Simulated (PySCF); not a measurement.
First SCF of a structure search on triplet C3, at a hand-made obtuse triangle geometry. PySCF input:

```python
from pyscf import gto, scf, dft
mol = gto.M(atom='''
C      0.000000     0.000000     0.000000
C      1.170000     0.900000     0.000000
C     -1.170000     0.900000     0.000000''',
    basis={'C': 'def2-TZVP'},
    charge=0, spin=2)
mf = dft.UKS(mol, xc='PBE0')
mf.grids.atom_grid = (50, 194)
aux = {'C': 'def2-universal-JKFIT'}
mf = mf.density_fit(auxbasis=aux)
mf.conv_tol = 1e-08
mf.diis_space = 10
mf.max_cycle = 60
mf.init_guess = 'minao'
mf.verbose = 4
mf.kernel()
```

Excerpt of the output (cycles alone):

```
init E= -113.779752165154
cycle= 1 E= -113.765120418887  delta_E= 0.0146  |g|= 0.166  |ddm|=  1.1
cycle= 2 E= -113.760675377604  delta_E= 0.00445  |g|= 0.224  |ddm|= 0.309
cycle= 3 E= -113.784438510168  delta_E= -0.0238  |g|=  0.1  |ddm|= 0.184
cycle= 4 E= -113.790592622318  delta_E= -0.00615  |g|= 0.0182  |ddm|= 0.0677
cycle= 5 E= -113.791601447835  delta_E= -0.00101  |g|= 0.00859  |ddm|= 0.0457
cycle= 6 E= -113.791859766941  delta_E= -0.000258  |g|= 0.00398  |ddm|= 0.0233
cycle= 7 E= -113.79193387116  delta_E= -7.41e-05  |g|= 0.00183  |ddm|= 0.0139
cycle= 8 E= -113.791951048614  delta_E= -1.72e-05  |g|= 0.00106  |ddm|= 0.00629
cycle= 9 E= -113.791959886024  delta_E= -8.84e-06  |g|= 0.000378  |ddm|= 0.00627
cycle= 10 E= -113.791961002607  delta_E= -1.12e-06  |g|= 0.000108  |ddm|= 0.00253
cycle= 11 E= -113.79196106731  delta_E= -6.47e-08  |g|= 4.08e-05  |ddm|= 0.00052
cycle= 12 E= -113.791961075009  delta_E= -7.7e-09  |g|= 1.14e-05  |ddm|= 0.000182
Extra cycle  E= -113.791961075264  delta_E= -2.55e-10  |g|= 1.2e-05  |ddm|= 2.45e-05
converged SCF energy = -113.791961075264  <S^2> = 2.1201362  2S+1 = 3.0790494
```

This is not the lowest solution: all starts ended here, but a stability analysis within the same unrestricted form found one 1.0 kJ/mol lower, at -113.79233 Eh.

The search for the lowest solution, 3 starts and the stability check together, took 12 s on 4 threads of a shared Arm Neoverse N1 host, with 93 basis functions; the process peaked at 0.38 GiB. Launch command: `OMP_NUM_THREADS=4 python axn.py task.json out`.
